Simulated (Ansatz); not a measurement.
Cs3Cu: from a trial structure to a relaxed crystal

Method: Ansatz, DFT PBE, scalar-relativistic, plane waves, PAW. Cutoff 420 eV, Γ-centred k mesh, Gaussian smearing, no spin polarisation in the final step.

Cs3Cu was placed on the TiAl3 (D0_22) structure type (I4/mmm, No. 139), with Cu in place of Ti, Cs in place of Al, at a guessed volume.

```
CELL_PARAMETERS angstrom
-2.55931 2.55931 5.71690
2.55931 -2.55931 5.71690
2.55931 2.55931 -5.71690
ATOMIC_POSITIONS crystal
Cs 0.50000 0.50000 0.00000
Cs 0.25000 0.75000 0.50000
Cs 0.75000 0.25000 0.50000
Cu 0.00000 0.00000 0.00000
```

Cell and atoms relax at zero pressure; the relaxation can't lower the symmetry of the start. After a coarse first stage the cell is made exact in the group found at 0.06 Å.

The zero of energy is the elements' standard structures at the same level; no fitted shifts are applied.

Question: Describe the relaxed structure.

Answer: It keeps I4/mmm (No. 139). The result has the TiAl3 (D0_22) structure. Conventional cell: a = 6.373 Å, c = 12.965 Å. Cs on Wyckoff site b (1 atom of the primitive cell) is coordinated by 4 Cu at 4.51 Å and 8 Cs at 4.55 Å; around Cs on Wyckoff site d (2 atoms of the primitive cell) lie 8 Cs at 4.51–4.55 Å and 4 Cu at 4.55 Å; Cu is coordinated by 12 Cs at 4.51–4.55 Å.

```cif
data_structure
_symmetry_space_group_name_H-M 'I4/mmm'
_symmetry_Int_Tables_number 139
_cell_length_a 6.3734
_cell_length_b 6.3734
_cell_length_c 12.9649
_cell_angle_alpha 90.000
_cell_angle_beta 90.000
_cell_angle_gamma 90.000
_cell_volume 526.64
loop_
_atom_site_label
_atom_site_type_symbol
_atom_site_symmetry_multiplicity
_atom_site_Wyckoff_symbol
_atom_site_fract_x
_atom_site_fract_y
_atom_site_fract_z
_atom_site_occupancy
Cs1 Cs 2 b 0.50000 0.50000 0.00000 1
Cs2 Cs 4 d 0.50000 0.00000 0.25000 1
Cu1 Cu 2 a 0.00000 0.00000 0.00000 1
```

Question: What are its volume, energy, density and gap?

Answer: The volume per atom is 65.83 Å³, the density is 2.92 g/cm³ and the energy over the elements is 0.38 eV/atom. The gap on the 10×10×10 mesh is 0 eV (a metal).

The final run used a 10×10×10 mesh on its 4-atom cell and 0.10 eV smearing. The k mesh leaves about 4 meV/atom of noise in metals. Symmetry constrained the relaxation, so the result can be a saddle point.

Cost: 3 runs of about 4.5 core-minutes in all, on Arm Neoverse V1 (shared hosts).